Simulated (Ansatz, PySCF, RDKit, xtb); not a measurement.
# [CH5Si2]−: from the formula to a structure

Only the formula [CH5Si2]− is given (charge -1). Aim: find the structure of lowest free energy at 1000 K, then its properties.

Plan: many cheap relaxations first (GFN2-xTB), then density-functional screening, relaxation at PBE0-D3(BJ)/def2-SVPD, vibrations and a final energy. The numbers are computed, not measured.

7 further runs of the same task are left out: 7 set aside as unsound or not needed.

## (1) Drawing up candidates

All bonding patterns within simple valence rules are listed by program: one Lewis structure each, at most two rings and one unusual centre or charged pair. O–O, O–halogen and N–halogen bonds and N–N–N chains are not drawn. That gives 14 candidates.

```csv
label,SMILES,spin
c036,[CH2-][SiH2][SiH],singlet
c356,[SiH]C[SiH2-],triplet
c429,C=[SiH][SiH2-],singlet
c484,[CH2-][SiH2][SiH],triplet
c490,[SiH-]=C[SiH3],singlet
c758,[SiH]C[SiH2-],singlet
c788,[SiH2]=C[SiH2-],singlet
c793,C[SiH]=[SiH-],singlet
c815,[SiH2]=[C-][SiH3],singlet
c817,C[Si-]=[SiH2],singlet
c848,C=[Si-][SiH3],singlet
c900,[CH-]=[SiH][SiH3],singlet
c912,C1[SiH-][SiH2]1,singlet
c941,[CH-]1[SiH2][SiH2]1,singlet
```

Candidates are built by distance geometry, with a force field where one applies, in up to four conformers (letters a to d). 6 starts with atoms placed at random are added, to find patterns that the rules miss.

**Question.** With final energies at CCSD(T)/def2-SVPD + MP2/def2-TZVPPD - MP2/def2-SVPD, which structure will this search put lowest in free energy, and by what margin?

| quantity | value |
| --- | --- |
| lowest structure found | C[SiH]=[SiH-], singlet, Cs |
| next finalist | C1[SiH-][SiH2]1, singlet, 2.4 kcal/mol higher in G |
| share at equilibrium, among the finalists | 60.6 % |
| harmonic wavenumbers, lowest and highest (PBE0-D3(BJ)/def2-SVPD) | 132 and 3120 cm⁻¹ |
| rotational constants, same geometry | 0.7338, 0.1113, 0.09847 cm⁻¹ |
| HOMO energy (PBE0/def2-TZVPD) | -0.24 eV |
| LUMO energy (PBE0/def2-TZVPD) | 3.65 eV |
| HOMO–LUMO gap (to an unbound level, set by the basis) (PBE0/def2-TZVPD) | 3.89 eV |
| lowest excitation (TD-PBE0/def2-SVPD) | 3.31 eV (f = 0.022) |
| strongest of the states computed, same level | 5.04 eV (f = 0.479) |
| lowest triplet excitation, same level, Tamm-Dancoff | 1.78 eV |
| vertical detachment energy | 1.92 eV |
| vertical triplet less singlet | +1.71 eV |

`C[SiH]=[SiH-]` comes out lowest. The margin, 2.4 kcal/mol, is modest. PBE0-D3(BJ)/def2-SVPD, HF/def2-SVPD and MP2/def2-SVPD favour the singlet C1[SiH-][SiH2]1. In an anion, excitations above the detachment energy lie in the continuum and hang on the basis, so they needn't be bound states. The search is not exhaustive (a finite list of starts, one conformer a finalist), so a lower isomer can't be ruled out. Patterns outside the rules of the enumeration were met only by chance.
